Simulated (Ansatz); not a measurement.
A run of Ansatz (development build ahead of 0.2.0) on singlet HNO at this shape:

```xyz
3

N     0.0000    0.3932   -0.3554
H     0.0000    1.1982    0.2123
O     0.0000   -0.4938    0.2845
```

Its results:

- Converged: yes
- Total energy: -129.82550 hartree
- Spin squared of the determinant: 0.000

(1) Which input gives this output? Name the method, the orbitals and the basis set, and write the input.

Answers

(1) RHF in cc-pVTZ. An unrestricted run that stays on the closed shell gives the same numbers.

```yaml
crystal:
  periodic: [false, false, false]
  atoms:
    - { symbol: "N", position_ang: [0.0, 0.39321, -0.35545] }
    - { symbol: H, position_ang: [0.0, 1.19822, 0.2123] }
    - { symbol: O, position_ang: [0.0, -0.49383, 0.28448] }
basis:
  gaussian: { orbitals: cc-pVTZ }
hamiltonian:
  xc: hf
```

Caution: no unrestricted run beside it, a lower state can exist.
